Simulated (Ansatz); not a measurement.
CF, doublet: up the ladder of correlation methods

Calculated in Ansatz's Gaussian-basis code; BCCD by scripts on PySCF. Nonrelativistic, STO-3G, 2 core orbitals frozen. Perturbation and coupled-cluster methods stand on the Hartree–Fock determinant that coupled cluster favours; RHF here means ROHF, with semicanonical perturbation theory. The state met can change along the bond. A minimal or small basis: far from the basis limit. The unrestricted determinant is a mixture of spins, so it may stand for another state.

Correlation energy of CCSD(T), then each method's total less that of CCSD(T), in eV:

```csv
case,E corr CCSD(T),CCSD,BCCD,BCCD(T),determinant
1.336 Å RHF,-2.183,+0.174,+0.232,-0.002,–
1.336 Å UHF,-2.155,+0.173,+0.230,-0.002,⟨S²⟩ = 0.754
1.717 Å RHF,-2.865,+0.186,+0.341,+0.004,–
1.717 Å UHF,-2.851,+0.148,+0.336,+0.005,"⟨S²⟩ = 0.985, 0.44 eV over the lowest such Hartree–Fock solution met"
2.544 Å UHF,-0.627,+0.002,+0.006,+0.005,"⟨S²⟩ = 1.734, 0.02 eV over the lowest such Hartree–Fock solution met"
3.562 Å UHF,-0.550,0.000,0.000,0.000,⟨S²⟩ = 1.750
```

Task: How far does full CI lie from CCSD(T) in each case, and where is CCSD(T) within 1 kcal/mol (0.043 eV)?

Result: 1.336 Å RHF: -0.024 eV (within); 1.336 Å UHF: -0.025 eV (within); 1.717 Å RHF: -0.181 eV (outside); 1.717 Å UHF: -0.183 eV (outside); 2.544 Å UHF: -0.027 eV (within, spin-contaminated determinant); 3.562 Å UHF: -0.003 eV (within, spin-contaminated determinant).

Several Brueckner solutions were met.
